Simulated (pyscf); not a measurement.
Elementary routes open to NH₃ (SMILES N) + F–SiH•–Cl (SMILES F[SiH]Cl) in the gas phase (doublet surface):
A. H₂N–SiH•–Cl (SMILES N[SiH]Cl) + HF (SMILES F) (H–N, F–Si broken; N–Si, F–H formed)
B. H₂N–SiH(F)–Cl (SMILES N[SiH](F)Cl) + H• (SMILES [H]) (H–N broken; N–Si formed)

Optimised with ωB97X-D3(BJ)/def2-SVP in PySCF.

Q: Rank the routes by free-energy barrier at 1200 K, lowest first, for ωB97M-D3(BJ)/def2-TZVP energies (ideal gas, 1 atm, RRHO with modes under 100 cm⁻¹ raised to 100, one conformer, R ln 2 for chiral ones without a mode under 150 cm⁻¹).

A: B (239.0 kJ/mol), A (296.8 kJ/mol)

Route B is the fastest of these, ahead of the next by 57.9 kJ/mol. The most stable products are those of B (ΔG = +10.6 kJ/mol), so kinetics and thermodynamics agree. At 298 K B is still the fastest. A: On the reactant side the descent ends in a bound adduct, 41.4 kJ/mol under the separated species and 158.8 kJ/mol under the saddle at ωB97X-D3(BJ)/def2-TZVP. On the product side the descent ends in a bound adduct, 35.6 kJ/mol under the separated species and 82.2 kJ/mol under the saddle at ωB97X-D3(BJ)/def2-TZVP. B: On the reactant side the descent ends in a bound adduct, 39.6 kJ/mol under the separated species and 122.6 kJ/mol under the saddle at ωB97X-D3(BJ)/def2-TZVP. Only these routes are compared; each barrier is that of the saddle found, and lower ones may exist.
